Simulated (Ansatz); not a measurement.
System: cubic perovskite KTaO₃. Method: LDA (Ansatz, a quantum-chemistry and plane-wave program, plane waves, PAW).

Run with plane-wave cutoff 520 eV, 8×8×8 k mesh, perturbation theory, force constants from a 4×4×4 q mesh, scalar-relativistic PAW data made under PBE.

Question: Predict the high-frequency dielectric constant, static dielectric constant and zero-point energy.

Answer: 
* **high-frequency dielectric constant**: 5.45
* **static dielectric constant**: 194
* **zero-point energy**: 0.059 eV/atom

Measured, for comparison: high-frequency dielectric constant 4.59 (300 K, copied from a table, unchecked, long-wavelength limit of the electronic terms of a dispersion formula fitted to measured refractive indices over 0.4-1.06 um; lattice terms left out; as tabulated in Fujii and Sakudo (1976), doi:10.1143/jpsj.41.888). Computed (rounded) less measured: high-frequency dielectric constant not scored (unchecked).

Spin–orbit coupling is not included.

Cost on a shared machine: around 30 core-minutes (rough).
